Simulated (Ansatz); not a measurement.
C4H7NO can be A, `C=C(C)C(N)=O`, or B, `CC1C=NCO1`.

Isolated molecules relaxed with PBE0-D4/def2-TZVP in Ansatz; ΔE leaves out vibrations. CBS: MP2 limit from def2 TZ/QZ plus the TZ coupled-cluster correction, frozen cores. Functionals use def2-TZVPP. B3LYP here is the variant with VWN-RPA as its local correlation; programs differ in this. One conformer a species, not always the lowest.

Q: Which isomer does CCSD(T)/CBS put lower? Give the gap. (An estimate is asked.)

A: Computed: A, by 77.9 kJ/mol.

Q: Give E(B) − E(A) in kJ/mol with MP2/def2-TZVPP, B3LYP, PBE-D4, HF/def2-TZVPP, LDA (SPW92), r2SCAN-D4, PBE0-D4. (Estimate.)

A: The calculation gave: MP2/def2-TZVPP 80.3, B3LYP 94.1, PBE-D4 88.3, HF/def2-TZVPP 81.3, LDA (SPW92) 77.1, r2SCAN-D4 90.4, PBE0-D4 78.3. None reverses the order clearly.

Q: Does the order hold for the free energy at 298.15 K (harmonic terms from PBE0-D4)? (Estimate.)

A: Computed: Yes: G(B) − G(A) = +86.2 kJ/mol, for one conformer each.

Largest T1 diagnostic: 0.014.

From PBE to PBE0 (25 % exact exchange), in def2-TZVPP and without D4, E(B) − E(A) moves by −10.1 kJ/mol. Leaving LDA and LC-ωPBE aside and taking each functional with its dispersion term where it has one, the values, not all of them listed here, spread over 31.9 kJ/mol, from ωB97X-V to BLYP-D4. LDA lies −11.4 kJ/mol from PBE without D4.
